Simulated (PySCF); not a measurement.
Gas-phase thermal properties of H3SiOH

Energies from PySCF (xtb for GFN2), thermal terms from the rigid-rotor harmonic-oscillator model, ideal gas at 1 bar. 6-31G* has spherical d functions here. All species are closed-shell singlets. B3LYP is the form with VWN-RPA correlation. H3SiOH: computed as isolated molecules; such fragments, hydroxides, amides, oligomers or adducts are transient or little studied in the gas. The harmonic model lacks anharmonicity and excited electronic states, which grow with temperature; levels with a mode under 35 cm⁻¹ are left out. Internal rotation in H3SiOH is treated as a harmonic vibration of one conformer, which makes the entropy rough.

```tsv
level	point group	σ	ZPE (kJ/mol)	S°298 (J/mol/K)	Cp298 (J/mol/K)	S°1000 (J/mol/K)	H1000 − H298 (kJ/mol)
B3LYP/6-31G*	Cs	1	101.2	256.6	57.0	355.1	60.4
GFN2-xTB	Cs	1	96.3	257.5	62.1	360.5	62.8
HF/6-31G*	Cs	1	108.4	256.0	54.5	351.2	58.5
PBE/def2-SVP	Cs	1	97.7	257.7	58.7	358.2	61.6
PBE0/def2-TZVP	Cs	1	100.9	257.8	57.6	356.9	60.8
```
σ: rotational symmetry number. Electronic degeneracy used: 1. Frequencies are unscaled.
